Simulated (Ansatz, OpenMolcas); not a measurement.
# Worked example: C3H5NO → CH3O + C2H2N

Species: C3H5NO (methoxyacetonitrile) `COCC#N`, singlet; CH3O `C[O]`, doublet; C2H2N `[CH2]C#N`, doublet. 

Shapes, held fixed at every level: PBE0-D4/def2-TZVP. Flexible molecules stand in one conformer, not always the lowest. Programs: Ansatz 0.2.0, OpenMolcas 26.06. A level may come from different programs for different species; with the same settings they agree closely. Electronic energies: no zero-point or thermal term.

At B2PLYP/def2-TZVPP; 1 Eh = 2625.50 kJ/mol:

```
species  energy (Eh)
 C3H5NO  -247.166068
   CH3O  -115.009283
  C2H2N  -132.036636
```

Question: Work out ΔE of the reaction at this level.

Answer: 
1. Products less reactants: (-115.009283) + (-132.036636) − [(-247.166068)] = 0.120149 Eh = +315.5 kJ/mol.

Other levels give +178.5 (HF/def2-SVP) to +326.6 kJ/mol (wB97M-V/def2-TZVPP). No measured value is set beside it here. Spin contamination: C2H2N (⟨S²⟩ up to 0.94). Open shells run unrestricted unless RO is named.
